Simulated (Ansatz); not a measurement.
## How methods differ on SiH2 (SMILES [H][Si][H])

The species is SiH2 (3 atoms), meant as a singlet with charge 0. As SMILES, `[H][Si][H]`. Geometry: relaxed at GFN2-xTB.

```jsonl
{"atom": "Si", "x (Å)": "0.0052", "y (Å)": "-0.0082", "z (Å)": "-0.6557"}
{"atom": "H", "x (Å)": "1.1102", "y (Å)": "-0.0200", "z (Å)": "0.3374"}
{"atom": "H", "x (Å)": "-1.1155", "y (Å)": "0.0282", "z (Å)": "0.3183"}
```

Quantity: the electronic atomisation energy, in eV. The values are calculated. Electronic energies at fixed atoms, without zero-point motion or spin-orbit coupling.

```csv
level,kind,program,value (eV),CPU time (all runs)
HF/cc-pVDZ,Hartree–Fock,Ansatz,4.59,0.35 s
SVWN5/cc-pVDZ,LDA,Ansatz,6.97,1.4 s
r2SCAN/cc-pVDZ,meta-GGA,Ansatz,6.24,5.5 s
BHLYP/cc-pVDZ,global hybrid,Ansatz,6.36,1.6 s
HSE06/cc-pVDZ,range-separated hybrid,Ansatz,6.19,2.8 s
B2PLYP/cc-pVDZ,double hybrid,Ansatz,6.26,2 s
RPA@PBE/cc-pVDZ,RPA,Ansatz,6.03,3.4 s
MP2/cc-pVDZ,perturbation theory,Ansatz,5.76,0.37 s
CCSDT(Q)/cc-pVDZ,coupled cluster or CI,Ansatz,6.05,1.8 s
FCI/3-21G,exact in the basis,Ansatz,5.05,0.55 s
```

The values span 4.59 to 6.97 eV. High-level rows in very small sets aren't better than simpler rows in larger ones. Times are those of the runs behind each value, whatever else they computed, on shared processors of several kinds: orders of magnitude only.
